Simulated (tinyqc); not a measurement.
Worked calculation: UKS/exchange-only LDA in the sto-6g basis, for H2O+, spin multiplicity 2. Computed by tinyqc, a small Python program that keeps every step (integrals from PySCF). Settings: charge = 1, multiplicity = 2, basis = sto-6g, energy threshold = 1e-08, iteration cap = 64, orthogonalisation = symmetric, start = core, DIIS depth = 0, method = UKS, functional = Slater exchange alone, grid = [10, 14]. Command: `OMP_NUM_THREADS=1 python tinyqc.py 22776 22777 out.jsonl` (the two numbers bound the seeds that draw the settings). One thread of a shared host (Intel(R) Xeon(R) Processor @ 2.60GHz), about 2 s of CPU time with the checks.

Geometry (angstrom):
```
atom         x          y         z
O     0.000000   0.000000  0.000000
H     0.000000   0.802000  0.629000
H     0.000000  -0.802000  0.629000
```

Stop when the energy changes by less than 1e-08 hartree and every element of the error matrix X^T (F D S - S D F) X (for each spin) is below 3e-05.

Course of the cycle:
```
iteration   E (hartree)     change  largest element of the error matrix
1          -73.34213486          -                             2.90e-01
2          -73.85427581  -5.12e-01                             3.52e-01
3          -74.18992219  -3.36e-01                             2.37e-01
4          -74.20259687  -1.27e-02                             2.60e-01
5          -74.32330237  -1.21e-01                             1.97e-01
6          -74.31500341   8.30e-03                             2.16e-01
7          -74.38107790  -6.61e-02                             1.73e-01
8          -74.37086685   1.02e-02                             1.89e-01
9          -74.41389738  -4.30e-02                             1.57e-01
10         -74.40431483   9.58e-03                             1.71e-01
11         -74.43518230  -3.09e-02                             1.44e-01
12         -74.42658998   8.59e-03                             1.57e-01
13         -74.45014557  -2.36e-02                             1.35e-01
14         -74.44248898   7.66e-03                             1.46e-01
...                 ...        ...                                  ...
51         -74.51404590  -3.24e-03                             7.87e-02
52         -74.51181293   2.23e-03                             8.33e-02
53         -74.51489703  -3.08e-03                             7.76e-02
54         -74.51274049   2.16e-03                             8.21e-02
55         -74.51568603  -2.95e-03                             7.66e-02
56         -74.51360008   2.09e-03                             8.10e-02
57         -74.51641933  -2.82e-03                             7.57e-02
58         -74.51439874   2.02e-03                             7.99e-02
59         -74.51710250  -2.70e-03                             7.48e-02
60         -74.51514257   1.96e-03                             7.90e-02
61         -74.51774038  -2.60e-03                             7.39e-02
62         -74.51583688   1.90e-03                             7.80e-02
63         -74.51833723  -2.50e-03                             7.31e-02
64         -74.51648632   1.85e-03                             7.71e-02
```

Can the last value be used, and what does the course show?

Not by the stop rule. Not converged within the cap of 64 iterations: the residual wanders without falling. Reruns (cap 100 unless said): DIIS 8: converged in 7; damping 0.5: converged in 28; level shift 0.5: converged in 13; atomic densities as start, DIIS 8: converged in 8; the original settings with a cap of 400: not converged. PySCF UKS in the same basis, fine grid, after a stability check = -74.50343848 hartree, which differs from a converged run on this coarse grid by the grid error.
